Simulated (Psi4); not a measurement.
# doublet [SiH2F2]− at 6 levels

Aim: a comparison of 6 runs (UHF/3-21G, UHF/aug-cc-pVDZ, U-wB97X-V/aug-cc-pVDZ, UHSE06/aug-cc-pVDZ, UMP2/aug-cc-pVDZ, UCCSD/aug-cc-pVDZ) of doublet [SiH2F2]−. 

The calculation is run with Psi4 1.11.

## (1) The molecule

[SiH2F2]− has 5 atoms, charge -1, and is taken as a doublet. SMILES of the parent species: `F[SiH2]F`. The shape is that of a PBE0-D4/def2-TZVP optimisation. That shape belongs to the parent species and isn't relaxed for this state.

Bond lengths: F1–Si2 1.586 Å, Si2–F3 1.586 Å, Si2–H4 1.474 Å, Si2–H5 1.474 Å. Angles: F1–Si2–F3 108.0°, F1–Si2–H4 108.5°, F1–Si2–H5 108.5°, F3–Si2–H4 108.5°, F3–Si2–H5 108.5°, H4–Si2–H5 114.6°.

## (2) A single-point energy at UHF/3-21G (run 1)

Input file job.inp:

```
memory 2200 mb

molecule {
  -1 2
  F     -1.079010     0.538200     0.980720
  Si    -0.005220    -0.000540    -0.054090
  F      1.247630    -0.520590     0.766910
  H     -0.590470    -1.138740    -0.786300
  H      0.427070     1.121680    -0.907250
  symmetry c1
}

set globals {
  basis         3-21G
  reference     uhf
  puream        true
  e_convergence 1e-09
  d_convergence 1e-08
  scf_type      pk
  maxiter       100
}

e, wfn = energy("scf", return_wfn=True)
oeprop(wfn, "MAYER_INDICES", "LOWDIN_CHARGES", "DIPOLE")
```

The run is started by

```console
psi4 -n 1 job.inp job.out
```

job.out:

```text
[...]
  Running in c1 symmetry.
[...]
  Nuclear repulsion =  118.741930693433218
[...]
  Multiplicity = 2
[...]
  Nalpha       = 18
  Nbeta        = 17
[...]
    Number of basis functions: 35
[...]
   @UHF iter   1:  -486.24357070716945   -6.31448e-01   1.19819e-02 DIIS/ADIIS
[...]
   @UHF iter  12:  -486.30540382550447    5.68434e-14   3.92611e-09 DIIS
[...]
   @S^2 Observed:                7.578165389E-01
[...]
    Orbital Energies [Eh]
    ---------------------
    Alpha Occupied:
       1A    -68.131077     2A    -25.888480     3A    -25.887904
       4A     -5.929596     5A     -4.029151     6A     -4.026742
       7A     -4.026388     8A     -1.346308     9A     -1.325137
      10A     -0.543020    11A     -0.442919    12A     -0.432825
      13A     -0.429319    14A     -0.380342    15A     -0.372133
      16A     -0.344398    17A     -0.241883    18A      0.156209
    Alpha Virtual:
      19A      0.414339    20A      0.473851    21A      0.495798
      22A      0.630829    23A      0.675564    24A      0.833851
      25A      0.843481    26A      1.535674    27A      1.569383
[...]
  @UHF Final Energy:  -486.30540382550447
   => Energetics <=
    Nuclear Repulsion Energy =            118.7419306934332184
    One-Electron Energy =                -922.8499945012083572
    Two-Electron Energy =                 317.8026599822706544
    Total Energy =                       -486.3054038255044702
  UHF NO Occupations:
  HONO-2 :   16  A 1.9994910
  HONO-1 :   17  A 1.9968232
[...]
 Multipole Moments:
 ------------------------------------------------------------------------------------
     Multipole            Electronic (a.u.)      Nuclear  (a.u.)        Total (a.u.)
 ------------------------------------------------------------------------------------
 L = 1.  Multiply by 2.5417464519 to convert [e a0] to [Debye]
 Dipole X            :          0.3635093           -0.3127915            0.0507177
 Dipole Y            :          0.0379637           -0.0326621            0.0053017
 Dipole Z            :          3.7674884           -3.2418887            0.5255997
 Magnitude           :                                                    0.5280677
[...]
```

Wall time 2 s (1 thread of Intel Xeon 6975P-C (Granite Rapids), shared host); peak memory 0.18 GiB.

## (3) Energy and forces at UHF/aug-cc-pVDZ (run 2)

Input file calc.inp:

```
memory 2200 mb

molecule system {
  -1 2
  F
  Si 1 1.585591
  F 2 1.5856 1 107.97573
  H 2 1.474499 1 108.51585 3 117.43526
  H 2 1.474495 4 114.61632 1 -121.45526
  symmetry c1
}

set globals {
  basis         aug-cc-pVDZ
  reference     uhf
  puream        true
  e_convergence 1e-09
  d_convergence 1e-08
  scf_type      pk
  maxiter       100
}

gradient('scf')
```

The run is started by

```console
psi4 calc.inp calc.out -n 1
```

calc.out:

```text
[...]
  Running in c1 symmetry.
[...]
  Nuclear repulsion =  118.741904054613244
[...]
  Multiplicity = 2
[...]
  Nalpha       = 18
  Nbeta        = 17
[...]
    Number of basis functions: 91
[...]
   @UHF iter   1:  -488.94630090677475   -6.45707e-01   4.87790e-03 ADIIS/DIIS
[...]
   @UHF iter  18:  -489.06491125370866    6.03109e-11   2.56719e-09 DIIS
[...]
   @S^2 Observed:                7.505295960E-01
[...]
  @UHF Final Energy:  -489.06491125370866
   => Energetics <=
    Nuclear Repulsion Energy =            118.7419040546132436
    One-Electron Energy =                -922.0673054502245805
    Two-Electron Energy =                 314.2604901419027215
    Total Energy =                       -489.0649112537086580
  UHF NO Occupations:
  HONO-2 :   16  A 1.9999621
  HONO-1 :   17  A 1.9998024
[...]
 Multipole Moments:
 ------------------------------------------------------------------------------------
     Multipole            Electronic (a.u.)      Nuclear  (a.u.)        Total (a.u.)
 ------------------------------------------------------------------------------------
 L = 1.  Multiply by 2.5417464519 to convert [e a0] to [Debye]
 Dipole X            :         -0.0000139            0.0000085           -0.0000054
 Dipole Y            :         -3.5609090            2.6346512           -0.9262578
 Dipole Z            :         -2.5883934            1.9150363           -0.6733571
 Magnitude           :                                                    1.1451477
[...]
  -Total Gradient:
     Atom            X                  Y                   Z
    ------   -----------------  -----------------  -----------------
       1        0.000000211426     0.009106631631     0.021576016925
       2       -0.000001802176    -0.033750518763    -0.024539217077
       3        0.000000208481     0.023326577246     0.002005616461
       4        0.000269095102     0.000658884043     0.000478956468
       5       -0.000267712833     0.000658425844     0.000478627223
[...]
```

Run time: 12 s. Hardware: 1 thread of Intel Xeon 6975P-C (Granite Rapids), shared host; peak memory 0.42 GiB.

Runs 3 to 5 aren't shown in full; the table further down has their settings and results.

## (4) A single-point energy at UCCSD/aug-cc-pVDZ (run 6)

Input file job.py:

```python
import psi4

psi4.set_memory(2200000000)
psi4.set_num_threads(1)
psi4.set_output_file('psi4.out', False)

molecule = psi4.geometry("""
-1 2
F     -2.03903339     1.01705060     1.85329220
Si    -0.00986437    -0.00102045    -0.10221529
F      2.35767900    -0.98377252     1.44924986
H     -1.11582658    -2.15190673    -1.48589165
H      0.80704534     2.11966800    -1.71445403
units bohr
symmetry c1
no_reorient
no_com
""")

psi4.set_options({
    'basis': 'aug-cc-pVDZ',
    'reference': 'uhf',
    'puream': True,
    'e_convergence': 1e-09,
    'd_convergence': 1e-08,
    'scf_type': 'pk',
    'num_frozen_docc': 7,
    'maxiter': 100,
})

energy_value, wavefunction = psi4.energy("ccsd", return_wfn=True)
print(f'ccsd energy: {energy_value:.10f} Eh')
```

The run is started by

```console
python job.py
```

psi4.out:

```text
[...]
  Running in c1 symmetry.
[...]
  Nuclear repulsion =  118.741930786793503
[...]
  Multiplicity = 2
[...]
  Nalpha       = 18
  Nbeta        = 17
[...]
    Number of basis functions: 91
[...]
   @UHF iter   1:  -488.94630086048636   -6.45706e-01   4.87790e-03 ADIIS/DIIS
[...]
   @UHF iter  18:  -489.06491121885165    5.95719e-11   2.49456e-09 DIIS
[...]
   @S^2 Observed:                7.505295952E-01
[...]
    Orbital Energies [Eh]
    ---------------------
    Alpha Occupied:
       1A    -68.737541     2A    -26.168207     3A    -26.168200
       4A     -6.073507     5A     -4.182279     6A     -4.180726
       7A     -4.179241     8A     -1.476096     9A     -1.457087
      10A     -0.665201    11A     -0.579601    12A     -0.559834
      13A     -0.555588    14A     -0.522269    15A     -0.506606
      16A     -0.446657    17A     -0.347631    18A      0.051598
    Alpha Virtual:
      19A      0.143772    20A      0.161755    21A      0.165008
      22A      0.197967    23A      0.240040    24A      0.290826
      25A      0.296642    26A      0.324336    27A      0.361847
[...]
  @UHF Final Energy:  -489.06491121885165
   => Energetics <=
    Nuclear Repulsion Energy =            118.7419307867935032
    One-Electron Energy =                -922.0673572806388165
    Two-Electron Energy =                 314.2605152749936224
    Total Energy =                       -489.0649112188516483
  UHF NO Occupations:
  HONO-2 :   16  A 1.9999621
  HONO-1 :   17  A 1.9998024
[...]
 Multipole Moments:
 ------------------------------------------------------------------------------------
     Multipole            Electronic (a.u.)      Nuclear  (a.u.)        Total (a.u.)
 ------------------------------------------------------------------------------------
 L = 1.  Multiply by 2.5417464519 to convert [e a0] to [Debye]
 Dipole X            :         -2.3914261            2.4209281            0.0295020
 Dipole Y            :         -0.2498620            0.2529777            0.0031156
 Dipole Z            :        -24.7850504           25.0915188            0.3064684
 Magnitude           :                                                    0.3079009
[...]
      * MP2 total energy                      = -489.584970158936130
[...]
      * CCSD total energy                     = -489.604470255253716
```

On the terminal:

```text
ccsd energy: -489.6044702553 Eh
```

It took 61 s on 1 thread of Intel Xeon 6975P-C (Granite Rapids), shared host; peak memory 0.71 GiB.

## (5) Overview of the runs

| run | level | task | properties | energy (Eh) | HOMO energy (eV) | LUMO energy (eV) | ⟨S²⟩ | wall time |
| --- | --- | --- | --- | --- | --- | --- | --- | --- |
| 1 | UHF/3-21G | energy | (mayer, lowdin, dipole) | -486.305404 | 4.25 | 11.27 | 0.758 | 2 s |
| 2 | UHF/aug-cc-pVDZ | gradient | – | -489.064911 | 1.40 | 3.91 | 0.751 | 12 s |
| 3 | U-wB97X-V/aug-cc-pVDZ | energy | – | -490.351866 | 1.19 | 3.94 | 0.750 | 63 s |
| 4 | UHSE06/aug-cc-pVDZ | energy | – | -490.201000 | 1.87 | 2.39 | 0.750 | 38 s |
| 5 | UMP2/aug-cc-pVDZ | energy | – | -489.584970 | 1.40 | 3.91 | 0.751 | 11 s |
| 6 | UCCSD/aug-cc-pVDZ | energy | – | -489.604470 | 1.40 | 3.91 | 0.751 | 61 s |

## (6) What came out

```
                                                         quantity          value
                                              run 6: total energy  -489.60447 Eh
run 6: HOMO energy (Hartree–Fock orbitals) (highest over α and β)        1.40 eV
 run 6: LUMO energy (Hartree–Fock orbitals) (lowest over α and β)        3.91 eV
               run 6: correlation energy (7 core orbitals frozen)     -539.6 mEh
                         run 6: ⟨S²⟩ of the reference determinant          0.751
                                             run 6: T1 diagnostic          0.029
```

In words: Below the UHF energy at the same shape and in the same basis (aug-cc-pVDZ): UMP2 -520.1 mEh; UCCSD -539.6 mEh. Totals of different functionals can't be ranked against each other. In runs 1, 2, 3, 4, 5, 6 the HOMO lies above zero, so the outermost electron may be held by the basis alone. All runs together took 3.1 min, the longest 63 s.
